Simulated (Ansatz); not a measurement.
One elementary step

Start structure (SiNH₈F, closed shell), relaxed at PBE0-D4/def2-TZVP:

```xyz
11
angstrom
Si -0.7456 0.8858 -1.6871
H -0.8361 -0.5139 -1.1936
H -0.8479 0.8356 -3.1732
H 0.5754 1.4611 -1.3369
H -1.8581 1.7048 -1.1583
H 0.0117 0.1849 1.4063
F -0.5340 0.9792 1.3089
H 0.7861 -1.6535 0.5892
N 0.9099 -1.1557 1.4633
H 1.8965 -0.9500 1.5654
H 0.6420 -1.7784 2.2159
```

The step: SiH₄ + NH₃ + HF → SiH₃F ([F][SiH3]) + NH₃ + H₂; bonds formed: Si1–F7, H2–H8, H6–N9; bonds broken: Si1–H2, H6–F7, H8–N9. Ansatz 0.2.0; basis: def2-TZVPP and def2-QZVPP; cores frozen in the correlated methods. Extrapolation: Hartree–Fock as exp(−7.88 √X), correlation as X^−2.97. Energies below are by CCSD(T) at an estimated basis limit (MP2 extrapolated from triple and quadruple zeta, plus CCSD(T) − MP2 in triple zeta).

Task: What are the electronic barrier and the energy of the step, from the start structure to the end structure? (To be estimated.)

Result: Computed: Barrier 1.254 eV; step energy -0.645 eV (downhill); reverse barrier, their difference, 1.899 eV. Barrier and step energy count from the start structure, the reverse barrier from the end structure.

The saddle point: One imaginary mode of 526i cm⁻¹.
| pair | start (Å) | saddle (Å) | end (Å) |
| --- | --- | --- | --- |
| Si1–F7 | 3.01 | 1.74 | 1.61 |
| H2–H8 | 2.67 | 1.14 | 0.75 |
| H6–N9 | 1.61 | 1.03 | 1.01 |
| Si1–H2 | 1.49 | 1.66 | 4.03 |
| H6–F7 | 0.97 | 1.82 | 2.50 |
| H8–N9 | 1.01 | 1.18 | 2.75 |

Zero-point energy (harmonic, PBE0-D4): ZPE is 2.209 eV at the start and 2.193 eV at the saddle, so the barrier goes from 1.254 to 1.238 eV.

The T1 diagnostic stays at or below 0.012.

Labels in which every atom is bracketed show which atoms are joined, not bond orders.

For scale, one of the runs: CCSD(T)/def2-TZVPP, 216 basis functions, launched by `ansatz run in.yaml --threads 4 --pin off --events-out ev --progress --plain --max-ram 9574MiB`. Hardware: 4 CPU threads of an Intel Xeon 6975P-C, shared host. Wall time 17 s; peak host memory 3.5 GiB.
